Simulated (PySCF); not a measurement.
# P2: bond curves at several levels of theory

An exercise on one series of results from a longer session: the logs are not shown, and one member is left open.

Method: P def2-SVPD, no relativity; program: PySCF 2.14.0.

The first run:

A driver script around PySCF takes these settings:

* atoms: P, P
* charge: 0
* basis: P def2-SVPD
* Hamiltonian: no relativity
* basis functions: 48
* electrons treated: 30
* masses in u: 30.9738, 30.9738
* levels: PBE0, PBE, r²SCAN, B2PLYP, MN15, r²SCAN0, HF, MP2, SCS-MP2, CCSD, CCSD(T)
* grid: 80 radial by 434 angular points
* occupations: held fixed by the projection of orbital angular momentum
* dissociation limit: P + P, each in its ground configuration
* starting distance in angstrom: 2.130
* values of 2S to try: 0, 2, 4

Command:

```console
OMP_NUM_THREADS=1 python dia.py task.json out
```

Among the steps run: Input; PBE0 along the bond; Excited determinants; PBE (GGA); r²SCAN (meta-GGA); B2PLYP; MN15 (hybrid meta-GGA); r²SCAN0 (hybrid meta-GGA); RHF (mean field); Adding correlation.

One of the session's tables, all rows but one given; the rest of the session is left out.

Energy (eV) from each level's lowest point:

```
R (Å)    RHF  RHF-MP2  RHF-SCS-MP2  RHF-CCSD  RHF-CCSD(T)
1.629  1.793    2.420        2.383       n/a          n/a
1.705  0.711    1.188        1.157     1.063        1.157
1.780  0.156    0.462        0.439     0.370        0.431
1.837  0.000    0.164        0.147     0.103        0.138
1.894  0.015    0.022        0.013     0.000        0.006
1.951  0.164    0.000        0.000     0.025        0.000
2.027  0.520    0.104        0.117     0.206        0.136
2.121      ?        ?            ?         ?            ?
2.235  2.042    0.781        0.845     1.192        0.977
2.386  3.361    1.336        1.450       n/a          n/a
```

**Question.** Estimate the row for R (Å) = 2.121.

Worked estimate for «RHF». A straight line through the neighbours (2.027, 0.520) and (2.235, 2.042) gives 0.520 + (2.042 − 0.520) × (2.121 − 2.027) / (2.235 − 2.027) = 1.208; a parabola fitted to 4 rows on both sides gives 1.160.

The run gave: RHF: 1.141; RHF-MP2: 0.369; RHF-SCS-MP2: 0.403; RHF-CCSD: 0.593; RHF-CCSD(T): 0.461. In «RHF» the line misses by +0.067 and the parabola by +0.019.
